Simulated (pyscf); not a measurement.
PySCF, gas phase, ωB97X-D3(BJ)/def2-SVP geometries.

Problem. PBE/def2-TZVP puts the barrier of CH₄ + Cl–SiH•–Cl -> CH₃• + Cl–SiH₂–Cl (hydrogen abstraction; doublet surface; C–H broken, H–Si formed) at 21.6 kcal/mol and the reaction energy at +21.1 kcal/mol, from the separated reactants. What do B3LYP-D3(BJ)/def2-TZVP, M06-2X/def2-TZVP, ωB97M-D3(BJ)/def2-TZVP give on the same structures?

Solution. B3LYP-D3(BJ): ΔE‡ = 21.0 kcal/mol, ΔE = +17.4 kcal/mol; M06-2X: ΔE‡ = 25.4 kcal/mol, ΔE = +18.6 kcal/mol; ωB97M-D3(BJ): ΔE‡ = 22.7 kcal/mol, ΔE = +15.9 kcal/mol. PBE's barrier lies among them. Its reaction energy lies over all of them, by 2.6 to 5.2 kcal/mol. One saddle was located; it need not be the lowest between these sides. The angle at the transferred H is 172°.
